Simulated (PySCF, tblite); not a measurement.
Isomers of C3H4FP, one GFN2-xTB conformer each. Single-point energies are computed at PBE0/pcSseg-1 (PySCF, gas phase, no added dispersion term), electronic only.

```csv
SMILES,GFN2-xTB relative energy (kcal/mol)
[H]/P=C(/F)C=C,2.4
C[C@@H](F)C#P,0.0
C=C/P=C/F,11.2
```

Conformers: `[H]/[P:5]=[C:3](\[CH:2]=[CH2:1])[F:4]` with C1–C2–C3–F4 0°; `[CH2:1]=[CH:2]/[P:3]=[CH:4]/[F:5]` with C1–C2–P3–C4 180°.

Question: What does PBE0/pcSseg-1 give for the same structures?

Answer: 
```csv
SMILES,PBE0/pcSseg-1 E (Eh),PBE0/pcSseg-1 (kcal/mol),GFN2-xTB (kcal/mol),point group
C[C@@H](F)C#P,-557.45987,0.0,0.0,C1
[H]/P=C(/F)C=C,-557.45598,2.4,2.4,Cs
C=C/P=C/F,-557.44666,8.3,11.2,Cs
```

Both levels put the same isomer lowest; measured from each level's own lowest isomer, the values differ by up to 2.9 kcal/mol (C=C/P=C/F: 11.2 against 8.3). As drawn, the highest has a C=C bond outside aromatic rings, which the lowest lacks. Neighbours under 2.5 kcal/mol apart (C[C@@H](F)C#P and [H]/P=C(/F)C=C) can change places with a better method, another conformer or zero-point energy.

Question: Which frontier levels, dipoles and rotational constants go with these structures?

Answer: 
```json
{"SMILES": "C[C@@H](F)C#P", "HOMO (eV, PBE0/pcSseg-1)": "-7.85", "LUMO (eV)": "-1.68", "dipole (D)": "1.88", "A, B, C (MHz)": "8718, 2169, 1832"}
{"SMILES": "[H]/P=C(/F)C=C", "HOMO (eV, PBE0/pcSseg-1)": "-6.93", "LUMO (eV)": "-2.35", "dipole (D)": "2.42", "A, B, C (MHz)": "8754, 2652, 2036"}
{"SMILES": "C=C/P=C/F", "HOMO (eV, PBE0/pcSseg-1)": "-6.95", "LUMO (eV)": "-1.79", "dipole (D)": "2.17", "A, B, C (MHz)": "19561, 1879, 1714"}
```

Question: What happens when harmonic zero-point energies from GFN2-xTB frequencies are added?

Answer: 
```json
{"SMILES": "C[C@@H](F)C#P", "ZPE (kcal/mol)": "38.9", "electronic (kcal/mol)": "0.0", "with ZPE (kcal/mol)": "0.0"}
{"SMILES": "[H]/P=C(/F)C=C", "ZPE (kcal/mol)": "36.6", "electronic (kcal/mol)": "2.4", "with ZPE (kcal/mol)": "0.1"}
{"SMILES": "C=C/P=C/F", "ZPE (kcal/mol)": "37.1", "electronic (kcal/mol)": "8.3", "with ZPE (kcal/mol)": "6.5"}
```

The zero-point energies span 2.3 kcal/mol. The order is unchanged.

Question: As an exercise, what shares would exp(−E/RT) give at 2000 K from these electronic energies alone (no entropy, no degeneracies)?

Answer: RT = 3.974 kcal/mol: C[C@@H](F)C#P 60.1 %, [H]/P=C(/F)C=C 32.5 %, C=C/P=C/F 7.5 %.
